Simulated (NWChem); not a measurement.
## Correlation energy of fluorine (F2)

SMILES: FF
```xyz
2

F      0.0000     0.0000     0.6882
F      0.0000     0.0000    -0.6882
```
Charge 0, spin multiplicity 1.

Everything below was run with NWChem. All single points use one geometry, from PBE0/def2-SVP, a minimum by its harmonic frequencies.

Basis set: cc-pVQZ. Each correlation energy counts from its own Hartree-Fock reference.

The correlated methods keep 2 core orbitals frozen. Coupled-cluster values serve here as a point of comparison, not as the truth.

Question: Order these methods by the correlation energy they give, lowest first: MP2, CR-CCSD(T), CCSD+T(CCSD), SCS-MP2.

Answer: CCSD+T(CCSD) (-586.6 mHa), CR-CCSD(T) (-582.5 mHa), MP2 (-565.4 mHa), SCS-MP2 (-558.5 mHa)
